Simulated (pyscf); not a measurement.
PySCF, gas phase, ωB97X-D3(BJ)/def2-SVP geometries. Correlated levels are frozen-core, on RHF or UHF. ΔMP2 is the change of the MP2 total energy from the triple- to the quadruple-zeta basis.

Task: Estimate by transition-state theory the rate constant of F–CH•–F + HCl → F–CH(F)–Cl + H• (doublet surface; Cl–H broken, C–Cl formed) at 600 K, with CCSD(T)/def2-TZVPP + ΔMP2(QZVPP) energies (ideal gas, 1 atm, RRHO with modes under 100 cm⁻¹ raised to 100, one conformer, R ln 2 for rigid chiral ones; no tunnelling).

Result: The electronic barrier is 29.8 kcal/mol and the thermal terms add +17.5, so ΔG‡ = 47.3 kcal/mol. With k_BT/h = 1.25e+13 s⁻¹ and RT = 1.192 kcal/mol, and a volume of 8.18e-20 cm³ per molecule at 1 atm, k = 5.9e-24 cm³ molecule⁻¹ s⁻¹. Wigner's tunnelling factor for 1132i cm⁻¹ would be 1.31. A shift of 1 kcal/mol in the barrier changes k by a factor 2.3. This is the saddle that the search found; another between the same sides may lie lower. The angle at the transferred Cl is 177°. The CCSD(T) − MP2 part came from Ansatz, without density fitting, on the same reference.
